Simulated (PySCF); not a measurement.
## How well do the runs reproduce experiment for 1,3-dioxane?

**Experimental background.**

NIST CCCBDB Release 22 (SRD 101), experimental dipoles lists, for the gas: dipole moment 2.06 D.

The runs below try to reproduce these values; the comparison stands at the end.

Compound: 1,3-dioxane, C4H8O2.
Numbering: `[CH2:1]1[CH2:2][O:3][CH2:4][O:5][CH2:6]1` (hydrogens: H7, H8 on C1; H9, H10 on C2; H11, H12 on C4; H13, H14 on C6)

Structure used (PBE0-D3(BJ)/def2-SVP), in Å, numbered top down from 1:
```
atom  x, y, z in Å
C1     0.114    1.151   -0.358
C2     1.216    0.327    0.290
O3     1.177   -0.999   -0.182
C4    -0.068   -1.579    0.032
O5    -1.101   -0.910   -0.615
C6    -1.209    0.422   -0.172
H7     0.323    1.251   -1.435
H8     0.069    2.162    0.078
H9     2.216    0.723    0.060
H10    1.095    0.337    1.395
H11   -0.278   -1.618    1.128
H12   -0.031   -2.599   -0.374
H13   -2.021    0.889   -0.747
H14   -1.501    0.441    0.900
```

The PySCF runs (gas phase, on this PBE0-D3(BJ)/def2-SVP geometry; no spin–orbit coupling):

| level | job | basis functions |
| --- | --- | --- |
| PBE0-D3(BJ)/def2-SVP, grid level 1 | geometry optimisation from an MMFF94s start | 124 |
| CAM-B3LYP/pcSseg-2 | shieldings, ring-centre shieldings | 328 |
| PBE0/pcSseg-1 | shieldings, ring-centre shieldings, charges and field gradients | 142 |
| CAM-B3LYP/def2-SVPD | 10 singlets by full TDDFT, 4 Tamm–Dancoff triplets, polarisability, ΔSCF ions | 190 |
| PBE0/6-31+G* | 10 singlets by full TDDFT, 4 Tamm–Dancoff triplets, polarisability | 124 |
| PBE0/aug-cc-pVDZ | 10 singlets by full TDDFT, 4 Tamm–Dancoff triplets, polarisability | 210 |
| PBE0/def2-TZVPD | 10 singlets by full TDDFT, 4 Tamm–Dancoff triplets, polarisability | 300 |
| LC-wPBE/def2-SVPD | 10 singlets by full TDDFT, 4 Tamm–Dancoff triplets, polarisability, ΔSCF ions | 190 |
| PBE0/6-31G* | 10 singlets by full TDDFT, 4 Tamm–Dancoff triplets, polarisability | 100 |
| PBE0/def2-SVP | 10 singlets by full TDDFT, 4 Tamm–Dancoff triplets, polarisability | 124 |
| PBE0/def2-TZVP | 10 singlets by full TDDFT, 4 Tamm–Dancoff triplets, polarisability | 234 |
| wB97X-D/def2-SVPD | 10 singlets by full TDDFT, 4 Tamm–Dancoff triplets, polarisability, ΔSCF ions | 190 |

All basis functions are spherical.

Results beside the measurements:

**Dipole moment.** Measured: 2.06 D (NIST CCCBDB Release 22 (SRD 101), experimental dipoles).

```json
{"level": "PBE0-D3(BJ)/def2-SVP", "computed (D)": "1.96", "computed − measured (D)": "-0.10", "% (from the printed values)": "-5"}
{"level": "CAM-B3LYP/pcSseg-2", "computed (D)": "2.09", "computed − measured (D)": "+0.03", "% (from the printed values)": "+1"}
{"level": "PBE0/pcSseg-1", "computed (D)": "2.03", "computed − measured (D)": "-0.03", "% (from the printed values)": "-1"}
{"level": "CAM-B3LYP/def2-SVPD", "computed (D)": "2.16", "computed − measured (D)": "+0.10", "% (from the printed values)": "+5"}
{"level": "PBE0/6-31+G*", "computed (D)": "2.16", "computed − measured (D)": "+0.10", "% (from the printed values)": "+5"}
{"level": "PBE0/aug-cc-pVDZ", "computed (D)": "1.96", "computed − measured (D)": "-0.10", "% (from the printed values)": "-5"}
{"level": "PBE0/def2-TZVPD", "computed (D)": "1.96", "computed − measured (D)": "-0.10", "% (from the printed values)": "-5"}
{"level": "LC-wPBE/def2-SVPD", "computed (D)": "2.19", "computed − measured (D)": "+0.13", "% (from the printed values)": "+6"}
{"level": "PBE0/6-31G*", "computed (D)": "1.91", "computed − measured (D)": "-0.15", "% (from the printed values)": "-7"}
{"level": "PBE0/def2-SVP", "computed (D)": "1.96", "computed − measured (D)": "-0.10", "% (from the printed values)": "-5"}
{"level": "PBE0/def2-TZVP", "computed (D)": "1.92", "computed − measured (D)": "-0.14", "% (from the printed values)": "-7"}
{"level": "wB97X-D/def2-SVPD", "computed (D)": "2.12", "computed − measured (D)": "+0.06", "% (from the printed values)": "+3"}
```

12 of the 13 levels run are shown, the closest and the furthest among them. The computed dipoles belong to one fixed geometry; measured ones are averaged over vibrations unless marked μe. Magnitudes are compared, not signs.

The geometry is computed, not the measured one. Where a level misses, the cause wasn't examined.
